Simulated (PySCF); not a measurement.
Compound: C2H2O.
Bonds: C1–C2 (double), C2–O3 (double). Hydrogens: H4, H5 on C1.

Computed by this run: PySCF 2.14.0, PBE0-D3(BJ)/def2-SVP geometry optimisation, gas phase; density fitting, grid level 1; the optimiser is geomeTRIC in internal coordinates, started from a GFN2-xTB structure.

Step 0: E = -4144.6357 eV
```
atom  x, y, z in Å  |  force x, y, z in eV/Å
C1     -0.5012    0.0153    0.1502   -1.180   0.033   0.363
C2      0.7305   -0.0205   -0.2268    1.663  -0.048  -0.506
O3      1.8412   -0.0528   -0.5664   -0.024   0.004   0.002
H4     -1.1111   -0.8659    0.1355   -0.291  -0.677  -0.064
H5     -0.9508    0.9267    0.4904   -0.168   0.689   0.206
```

Task: Estimate the geometry and energy of step 1. (The exact step hangs on the optimiser's Hessian estimate; all steps are aligned on step 0, rigid shifts and turns removed.)

Result: E = -4144.6755 eV, largest force 0.128 eV/Å
```
atom  x, y, z in Å  |  force x, y, z in eV/Å
C1     -0.5168    0.0154    0.1547   -0.120  -0.002   0.045
C2      0.7388   -0.0214   -0.2283    0.118   0.005  -0.049
O3      1.8482   -0.0520   -0.5690   -0.028  -0.001   0.011
H4     -1.1144   -0.8968    0.1294    0.017   0.017   0.000
H5     -0.9471    0.9577    0.4961    0.012  -0.019  -0.007
```

The energy changes by -0.0398 eV. The first-order estimate −F·Δx gives -0.0786 eV and the mean of the old and new forces, exact on a quadratic surface, -0.0402 eV. The step makes an angle of 48° with the force vector and moves no atom by more than 0.032 Å.

The cost below is that of the whole optimisation. The run took 1.9 s on one thread, Arm Neoverse V1 (aarch64), shared host with 32 logical CPUs at a one-minute load of 32, and the process peaked at 0.25 GiB of memory.
